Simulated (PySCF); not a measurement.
Compound: propiolamide, C3H3NO.
Structure used (PBE0-D3(BJ)/def2-SVP), in Å, numbered top down from 1:
```
atom  x, y, z in Å
C1     2.0530    0.4393    0.0169
C2     0.9296    0.0155    0.1749
C3    -0.4125   -0.5311    0.4012
N4    -1.3745    0.0631   -0.3497
O5    -0.6217   -1.4286    1.1870
H6     3.0547    0.8070   -0.1154
H7    -1.1625    0.8089   -0.9961
H8    -2.3279   -0.2598   -0.2470
```

A calculation gives these core lines: C 1s: 291.16 (area 1), 291.32 (area 1), 294.81 (area 1) eV; N 1s: 406.40 eV; O 1s: 537.30 eV.

The calculation used delta-SCF UKS SCAN, pcX-2 on the ionised atom, pcseg-1 elsewhere, spin-free X2C in PySCF 2.14.0. Geometry: PBE0-D3(BJ)/def2-SVP; no solvent, vibrations or thermal averaging.

**Question.** Order the carbon atoms by C 1s binding energy.

**Answer.** 291.16 eV: C1 (terminal alkyne carbon); 291.32 eV: C2 (alkyne carbon); 294.81 eV: C3 (amide carbonyl carbon). The listed C 1s values span 3.65 eV, from C1 (bonded to C (triple bond) and H) to C3 (bonded to O (double bond), N and C). Summing the Pauling electronegativity differences to the bonded atoms, each weighted by its formal bond order, gives -0.35 for the lowest site and +2.27 for the highest; no listed site has a larger sum than the highest.

Bonded neighbours of each site: C1: C (triple bond) and H; C2: C (triple bond) and C; C3: O (double bond), N and C; N4: C and 2 H; O5: C (double bond).

**Question.** What is the C 1s shift of C3 against C2?

**Answer.** 294.81 − 291.32 = +3.49 eV, or +337 kJ/mol.

The unrestricted hole states depart most from a pure doublet (⟨S²⟩ = 0.75; over 0.85 named) for C 1s of C1 (0.85) and C 1s of C2 (0.87), which makes these values less certain.
